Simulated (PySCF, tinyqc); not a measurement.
Worked calculation: RHF in the sto-3g basis, for BH, spin multiplicity 1. This run ends on a higher stationary point, not on the lowest solution. The lowest restricted solution is unstable here: a spin-polarised one lies 0.0110 hartree lower (PySCF). Computed by tinyqc, a small Python program that keeps every step (integrals from PySCF). Settings: charge = 0, multiplicity = 1, basis = sto-3g, energy threshold = 1e-10, iteration cap = 53, orthogonalisation = symmetric, start = random, DIIS depth = 8, method = RHF. Command: `OMP_NUM_THREADS=1 python tinyqc.py 25762 25763 out.jsonl` (the two numbers bound the seeds that draw the settings). One thread of a shared host (Intel(R) Xeon(R) Processor @ 2.60GHz), about 0.08 s of CPU time with the checks. Later iterations appear only in the table of the cycle.

## One-electron integrals

Geometry (angstrom):
```
atom       x       y       z
B     0.0000  0.0000  0.0000
H     0.0000  0.0000  1.2220
```

Basis sto-3g: exponents (1/bohr^2) and contraction coefficients of normalised primitives:
```
element  l (shell)  exponent  coefficient
B            s (1)   48.7911       0.1543
B            s (1)    8.8874       0.5353
B            s (1)    2.4053       0.4446
B            s (2)    2.2370      -0.1000
B            s (2)    0.5198       0.3995
B            s (2)    0.1691       0.7001
B            p (3)    2.2370       0.1559
B            p (3)    0.5198       0.6077
B            p (3)    0.1691       0.3920
H            s (1)    3.4253       0.1543
H            s (1)    0.6239       0.5353
H            s (1)    0.1689       0.4446
```

Overlap, kinetic and nuclear-attraction integrals over the contracted functions; the nuclear repulsion is the sum of Za Zb / Rab.

nuclear repulsion = 2.165210 hartree

overlap S, lower triangle:
```
         1B 1s   1B 2s  1B 2px  1B 2py  1B 2pz   2H 1s
1B 1s   1.0000
1B 2s   0.2693  1.0000
1B 2px  0.0000  0.0000  1.0000
1B 2py  0.0000  0.0000  0.0000  1.0000
1B 2pz  0.0000  0.0000  0.0000  0.0000  1.0000
2H 1s   0.0618  0.4595  0.0000  0.0000  0.4772  1.0000
```

kinetic energy T (hartree), lower triangle:
```
          1B 1s   1B 2s  1B 2px  1B 2py  1B 2pz   2H 1s
1B 1s   10.8263
1B 2s   -0.0480  0.3592
1B 2px   0.0000  0.0000  1.1239
1B 2py   0.0000  0.0000  0.0000  1.1239
1B 2pz   0.0000  0.0000  0.0000  0.0000  1.1239
2H 1s   -0.0144  0.0806  0.0000  0.0000  0.2140  0.7600
```

nuclear attraction V (hartree), lower triangle:
```
           1B 1s    1B 2s   1B 2px   1B 2py   1B 2pz    2H 1s
1B 1s   -23.5804
1B 2s    -3.2560  -4.1911
1B 2px    0.0000   0.0000  -4.1223
1B 2py    0.0000   0.0000   0.0000  -4.1223
1B 2pz   -0.0176  -0.1558   0.0000   0.0000  -4.2380
2H 1s    -0.7544  -1.7237   0.0000   0.0000  -1.7202  -3.3642
```

core Hamiltonian H = T + V (hartree), lower triangle:
```
           1B 1s    1B 2s   1B 2px   1B 2py   1B 2pz    2H 1s
1B 1s   -12.7541
1B 2s    -3.3040  -3.8319
1B 2px    0.0000   0.0000  -2.9984
1B 2py    0.0000   0.0000   0.0000  -2.9984
1B 2pz   -0.0176  -0.1558   0.0000   0.0000  -3.1141
2H 1s    -0.7689  -1.6430   0.0000   0.0000  -1.5063  -2.6041
```

## Two-electron integrals

Functions are numbered as in S; the eight-fold symmetry (ij|kl) = (ji|kl) = (kl|ij) leaves the list below.

Two-electron integrals (ij|kl) in chemists' order, unique and non-zero (hartree):
```
(11|11) 2.9235   (21|11) 0.5184   (21|21) 0.1093   (22|11) 0.7442
(22|21) 0.1932   (22|22) 0.5448   (31|31) 0.0203   (32|31) 0.0300
(32|32) 0.1203   (33|11) 0.7425   (33|21) 0.1932   (33|22) 0.5447
(33|33) 0.5868   (41|41) 0.0203   (42|41) 0.0300   (42|42) 0.1203
(43|43) 0.0316   (44|11) 0.7425   (44|21) 0.1932   (44|22) 0.5447
(44|33) 0.5235   (44|44) 0.5868   (51|51) 0.0203   (52|51) 0.0300
(52|52) 0.1203   (53|53) 0.0316   (54|54) 0.0316   (55|11) 0.7425
(55|21) 0.1932   (55|22) 0.5447   (55|33) 0.5235   (55|44) 0.5235
(55|55) 0.5868   (61|11) 0.1187   (61|21) 0.0249   (61|22) 0.0442
(61|33) 0.0440   (61|44) 0.0440   (61|51) 0.0018   (61|52) 0.0033
(61|55) 0.0447   (61|61) 0.0059   (62|11) 0.2726   (62|21) 0.0718
(62|22) 0.2210   (62|33) 0.2148   (62|44) 0.2148   (62|51) 0.0079
(62|52) 0.0471   (62|55) 0.2332   (62|61) 0.0175   (62|62) 0.1210
(63|31) 0.0074   (63|32) 0.0340   (63|53) 0.0089   (63|63) 0.0138
(64|41) 0.0074   (64|42) 0.0340   (64|54) 0.0089   (64|64) 0.0138
(65|11) 0.2501   (65|21) 0.0667   (65|22) 0.2169   (65|33) 0.2053
(65|44) 0.2053   (65|51) 0.0138   (65|52) 0.0765   (65|55) 0.2398
(65|61) 0.0171   (65|62) 0.1393   (65|65) 0.1709   (66|11) 0.4269
(66|21) 0.1145   (66|22) 0.3978   (66|33) 0.3740   (66|44) 0.3740
(66|51) 0.0159   (66|52) 0.1236   (66|55) 0.4451   (66|61) 0.0285
(66|62) 0.2741   (66|65) 0.3437   (66|66) 0.7746
```

## Orthogonalisation

S = U s U^T; symmetric (Loewdin) form X = U s^(-1/2) U^T, so that X^T S X = 1.

eigenvalues of S: 0.3245  0.7964  1.0000  1.0000  1.1692  1.7099

X, lower triangle:
```
          1B 1s    1B 2s  1B 2px  1B 2py   1B 2pz   2H 1s
1B 1s    1.0303
1B 2s   -0.1540   1.1551
1B 2px   0.0000   0.0000  1.0000
1B 2py   0.0000   0.0000  0.0000  1.0000
1B 2pz  -0.0130   0.1279  0.0000  0.0000   1.1294
2H 1s    0.0279  -0.3363  0.0000  0.0000  -0.3417  1.2508
```

## Starting guess

The start is random orthonormal orbitals; D = 2 C_occ C_occ^T.

D at the start, lower triangle:
```
          1B 1s    1B 2s   1B 2px   1B 2py   1B 2pz   2H 1s
1B 1s    0.3945
1B 2s   -0.0948   1.0380
1B 2px   0.3367  -0.4470   1.8564
1B 2py  -0.7285  -0.0013   0.0809   1.6605
1B 2pz  -0.0367   1.4277   0.0318   0.0768   2.2163
2H 1s    0.0555  -1.5161  -0.0663  -0.1330  -2.3675  2.5312
```

## Iteration 1: building the Fock matrix

J_ij = sum D_kl (ij|kl), K_ij = sum D_kl (ik|jl); F = H + J - 0.5 K; E = tr D H + tr D J / 2 - 0.25 tr D K + E_nn.

Coulomb J (hartree), lower triangle:
```
          1B 1s    1B 2s   1B 2px   1B 2py  1B 2pz   2H 1s
1B 1s    5.1676
1B 2s    1.2512   3.2598
1B 2px  -0.0142  -0.0919   3.2682
1B 2py  -0.0316  -0.0530   0.0051   3.2558
1B 2pz   0.0352   0.1496   0.0008   0.0025  3.2521
2H 1s    0.2899   1.3989  -0.0266  -0.0131  1.4227  2.7180
```

exchange K (hartree), lower triangle:
```
          1B 1s    1B 2s   1B 2px   1B 2py  1B 2pz   2H 1s
1B 1s    1.2283
1B 2s    0.3543   0.6828
1B 2px   0.1536  -0.2386   1.2296
1B 2py  -0.5628  -0.1966   0.0449   1.1208
1B 2pz   0.1033   0.1646   0.0034   0.0141  0.6055
2H 1s    0.0649   0.1838  -0.1128  -0.0728  0.0666  0.4533
```

Fock matrix F (hartree), lower triangle:
```
          1B 1s    1B 2s   1B 2px   1B 2py   1B 2pz    2H 1s
1B 1s   -8.2007
1B 2s   -2.2299  -0.9136
1B 2px  -0.0910   0.0274  -0.3450
1B 2py   0.2498   0.0452  -0.0173  -0.3030
1B 2pz  -0.0341  -0.0885  -0.0009  -0.0046  -0.1648
2H 1s   -0.5114  -0.3360   0.0298   0.0233  -0.1169  -0.1128
```

total energy of this density = -10.628927 hartree

## Iteration 1: diagonalisation and new density

Diagonalise F' = X^T F X, C = X C', fill 3 alpha and 3 beta electrons from the bottom; D = 2 C_occ C_occ^T. Each column has its largest component positive (the first on a tie).

F' = X^T F X (hartree), lower triangle:
```
         1        2        3        4        5       6
1  -8.0454
2  -1.0928  -0.4422
3  -0.0971   0.0355  -0.3450
4   0.2512   0.0054  -0.0173  -0.3030
5  -0.0342  -0.0543  -0.0065  -0.0106  -0.1418
6  -0.0871  -0.1581   0.0258   0.0225  -0.0853  0.0636
```

orbital energies (hartree): MO1 -8.2099, MO2 -0.4072, MO3 -0.3317, MO4 -0.2703, MO5 -0.1287, MO6 0.1341

coefficients C:
```
            MO1      MO2      MO3      MO4      MO5      MO6
1B 1s    0.9984  -0.1974  -0.1030   0.1303   0.1082   0.1059
1B 2s    0.0050   0.7428   0.4398  -0.3528  -0.3942  -0.6800
1B 2px   0.0115  -0.6238   0.6017  -0.4863  -0.1079   0.0227
1B 2py  -0.0315   0.0459   0.6566   0.7485   0.0333   0.0669
1B 2pz   0.0064   0.2262   0.2485  -0.2176   0.9298  -0.6196
2H 1s   -0.0046   0.0496  -0.0609  -0.0673  -0.0430   1.3351
```

D after iteration 1, lower triangle:
```
          1B 1s    1B 2s   1B 2px   1B 2py   1B 2pz   2H 1s
1B 1s    2.0926
1B 2s   -0.3740   1.4903
1B 2px   0.1452  -0.3974   1.5026
1B 2py  -0.2164   0.6454   0.7322   0.8685
1B 2pz  -0.1277   0.5547   0.0170   0.3467   0.2260
2H 1s   -0.0162   0.0202  -0.1353  -0.0751  -0.0079  0.0124
```

## Iteration 2: building the Fock matrix

As before.

Coulomb J (hartree), lower triangle:
```
          1B 1s    1B 2s   1B 2px  1B 2py  1B 2pz   2H 1s
1B 1s    8.7761
1B 2s    1.7953   3.6484
1B 2px  -0.0199  -0.0961   3.6843
1B 2py   0.0288   0.1373   0.0463  3.6442
1B 2pz   0.0283   0.1280  -0.0013  0.0206  3.6046
2H 1s    0.4138   1.4640  -0.0283  0.0448  1.4257  2.5353
```

exchange K (hartree), lower triangle:
```
          1B 1s    1B 2s   1B 2px  1B 2py  1B 2pz   2H 1s
1B 1s    5.9428
1B 2s    1.1290   1.2160
1B 2px   0.0151  -0.2655   1.1168
1B 2py  -0.0248   0.3622   0.4065  0.7647
1B 2pz   0.0235   0.3438  -0.0195  0.1764  0.4079
2H 1s    0.2696   0.5831  -0.1402  0.1946  0.3137  0.4153
```

Fock matrix F (hartree), lower triangle:
```
          1B 1s    1B 2s   1B 2px   1B 2py   1B 2pz    2H 1s
1B 1s   -6.9494
1B 2s   -2.0732  -0.7915
1B 2px  -0.0275   0.0366   0.1275
1B 2py   0.0412  -0.0439  -0.1569   0.2634
1B 2pz  -0.0010  -0.1997   0.0084  -0.0676   0.2865
2H 1s   -0.4899  -0.4707   0.0418  -0.0526  -0.2375  -0.2766
```

total energy of this density = -23.966268 hartree

## Iteration 2: DIIS over 2 matrices

error matrix X^T (FDS - SDF) X:
```
         1        2        3        4        5        6
1   0.0000   0.0266  -0.1138   0.1865  -0.1885  -0.1515
2  -0.0266   0.0000   0.1645  -0.1848  -0.0911   0.4586
3   0.1138  -0.1645   0.0000   0.0000  -0.0686  -0.1847
4  -0.1865   0.1848   0.0000   0.0000   0.0341   0.3184
5   0.1885   0.0911   0.0686  -0.0341   0.0000   0.1976
6   0.1515  -0.4586   0.1847  -0.3184  -0.1976   0.0000
```

B (overlaps of the stored error matrices):
```
               1              2
1  8.6868792e+01  2.8364965e+00
2  2.8364965e+00  1.1343311e+00
```

Minimise |sum c_i e_i|^2 with sum c_i = 1: solve [B -1; -1 0][c; lambda] = [0; -1] with B_ij = tr e_i^T e_j, and take F = sum c_i F_i.

DIIS coefficients: -0.0207  1.0207

extrapolated F (hartree), lower triangle:
```
          1B 1s    1B 2s   1B 2px   1B 2py   1B 2pz    2H 1s
1B 1s   -6.9236
1B 2s   -2.0700  -0.7890
1B 2px  -0.0262   0.0368   0.1372
1B 2py   0.0369  -0.0457  -0.1598   0.2751
1B 2pz  -0.0004  -0.2020   0.0086  -0.0689   0.2958
2H 1s   -0.4895  -0.4734   0.0421  -0.0541  -0.2400  -0.2799
```

## Iteration 2: diagonalisation and new density

As before.

F' = X^T F X (hartree), lower triangle:
```
         1        2        3        4        5       6
1  -6.7363
2  -1.1345  -0.2291
3  -0.0316   0.0335   0.1372
4   0.0445  -0.0491  -0.1598   0.2751
5   0.0018  -0.0339   0.0004  -0.0657   0.5013
6  -0.0629  -0.3491   0.0366  -0.0278  -0.3735  0.0636
```

orbital energies (hartree): MO1 -6.9308, MO2 -0.4215, MO3 0.0294, MO4 0.1982, MO5 0.3877, MO6 0.7487

coefficients C:
```
            MO1      MO2      MO3      MO4      MO5      MO6
1B 1s    0.9902  -0.2058   0.0115  -0.2361   0.0243  -0.0833
1B 2s    0.0363   0.5588  -0.0371   0.9498  -0.0254   0.5193
1B 2px   0.0034  -0.0632   0.8298   0.0499  -0.5521   0.0087
1B 2py  -0.0048   0.0945   0.5515   0.0467   0.8205  -0.1072
1B 2pz   0.0043   0.1964   0.0794  -0.2955   0.0880   1.1264
2H 1s   -0.0078   0.5397  -0.0086  -0.6678  -0.1512  -1.0173
```

D after iteration 2, lower triangle:
```
          1B 1s    1B 2s   1B 2px  1B 2py  1B 2pz   2H 1s
1B 1s    2.0459
1B 2s   -0.1590   0.6299
1B 2px   0.0518  -0.1319   1.3852
1B 2py  -0.0357   0.0643   0.9033  0.6261
1B 2pz  -0.0705   0.2139   0.1070  0.1247  0.0898
2H 1s   -0.2377   0.6033  -0.0826  0.0925  0.2105  0.5828
```

## Iteration 12 (converged): orbitals

converged F (hartree), lower triangle:
```
          1B 1s    1B 2s   1B 2px  1B 2py   1B 2pz    2H 1s
1B 1s   -7.2354
1B 2s   -2.1402  -0.8606
1B 2px   0.0000   0.0000   0.0362
1B 2py   0.0000   0.0000  -0.1982  0.1994
1B 2pz   0.0183  -0.1566   0.0000  0.0000   0.1610
2H 1s   -0.4976  -0.5423   0.0000  0.0000  -0.2872  -0.3096
```

As before.

F' = X^T F X (hartree), lower triangle:
```
         1        2        3       4        5       6
1  -7.0470
2  -1.1594  -0.2433
3   0.0000   0.0000   0.0362
4   0.0000   0.0000  -0.1982  0.1994
5   0.0112   0.0408   0.0000  0.0000   0.3799
6  -0.0520  -0.4449   0.0000  0.0000  -0.4156  0.1023
```

orbital energies (hartree): MO1 -7.2413, MO2 -0.4865, MO3 -0.0965, MO4 0.1300, MO5 0.3321, MO6 0.7896

coefficients C:
```
            MO1      MO2     MO3      MO4      MO5      MO6
1B 1s    0.9913  -0.2067  0.0000  -0.2095   0.0000   0.1300
1B 2s    0.0322   0.5704  0.0000   0.8025   0.0000  -0.7191
1B 2px   0.0000   0.0000  0.8309   0.0000  -0.5564   0.0000
1B 2py   0.0000   0.0000  0.5564   0.0000   0.8309   0.0000
1B 2pz   0.0009   0.1898  0.0000  -0.5515   0.0000  -1.0337
2H 1s   -0.0062   0.5404  0.0000  -0.4198   0.0000   1.1519
```

D after iteration 12, lower triangle:
```
          1B 1s   1B 2s  1B 2px  1B 2py  1B 2pz   2H 1s
1B 1s    2.0508
1B 2s   -0.1719  0.6528
1B 2px   0.0000  0.0000  1.3807
1B 2py   0.0000  0.0000  0.9247  0.6193
1B 2pz  -0.0767  0.2166  0.0000  0.0000  0.0720
2H 1s   -0.2358  0.6161  0.0000  0.0000  0.2051  0.5842
```

## Convergence

Stop when the energy changes by less than 1e-10 hartree and every element of the error matrix X^T (F D S - S D F) X is below 3e-06.

Course of the cycle:
```
iteration  E (hartree)     change  largest element of the error matrix
1           -10.628927          -                             6.08e+00
2           -23.966268  -1.33e+01                             4.59e-01
3           -24.449666  -4.83e-01                             8.01e-02
4           -24.465240  -1.56e-02                             2.61e-02
5           -24.471092  -5.85e-03                             2.65e-02
6           -24.467608   3.48e-03                             1.91e-02
7           -24.463474   4.13e-03                             2.78e-03
8           -24.463419   5.46e-05                             4.06e-04
9           -24.463419   6.90e-07                             7.59e-05
10          -24.463419  -1.34e-08                             1.65e-05
11          -24.463419   1.63e-09                             2.15e-06
12          -24.463419   7.41e-11                             1.34e-07
```

PySCF RHF in the same basis = -24.752939 hartree

Converged in 12 iterations. But the solution lies 0.28952 hartree above the reference: it is another stationary point, not the lowest restricted one. Reruns (cap 100 unless said): damping 0.5: converged in 77; level shift 0.5: converged in 84; atomic densities as start, DIIS 8: converged in 7.

## Populations, bond orders and dipole

Mulliken: Z minus the diagonal of D S on the atom; Loewdin: the same with S^(1/2) D S^(1/2); Mayer order: 2 sum_s sum (D(s) S)_ij (D(s) S)_ji over the two atoms.

Charges (e):
```
atom  Mulliken  Loewdin
1B     -0.0494  -0.0446
2H      0.0494   0.0446
```

Mayer bond orders:
```
pair   order
2-1   0.9976
```

dipole moment about the origin, x y z (debye): 0.0000  0.0000  -1.4611
